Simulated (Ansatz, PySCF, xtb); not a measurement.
Dimer: C6H6 (SMILES c1ccccc1) (first 12 atoms) with H2O (SMILES O); geometry from S66by8 set.
(charge 0, multiplicity 1):
```csv
atom,x (Å),y (Å),z (Å)
C,0.9107,-0.5953,-1.2076
H,1.0268,-1.1230,-2.1441
C,0.6085,0.7656,-1.2079
H,0.4875,1.2928,-2.1441
C,0.4579,1.4465,0.0000
H,0.2220,2.5017,0.0000
C,0.6085,0.7656,1.2079
H,0.4875,1.2928,2.1441
C,0.9107,-0.5953,1.2076
H,1.0268,-1.1230,2.1441
C,1.0622,-1.2754,0.0000
H,1.2991,-2.3306,0.0000
O,-3.3507,-0.3374,0.0000
H,-3.1859,-1.2822,0.0000
H,-2.4634,0.0342,0.0000
```

Interaction energies are E(AB) − E(A) − E(B) at the monomers' geometry in the complex; basis-set methods are counterpoise corrected. Rows marked so take none.

Rows in STO-3G carry no dispersion term and start afresh at each structure.

The values were computed with Ansatz (Gaussian orbitals); PySCF for STO-3G rows, the dispersion terms; xtb for the GFN methods. Each number belongs to the level named beside it.

One of these levels gives -92.2 meV for the interaction energy. Which one is it?
A) HF/STO-3G (no counterpoise)
B) PBE-D4/def2-TZVPPD
C) GFN2-xTB

B, PBE-D4/def2-TZVPPD. The others give -60.3 (GFN2-xTB), -24.4 (HF/STO-3G (no counterpoise))

Ansatz is a program for electronic structure.
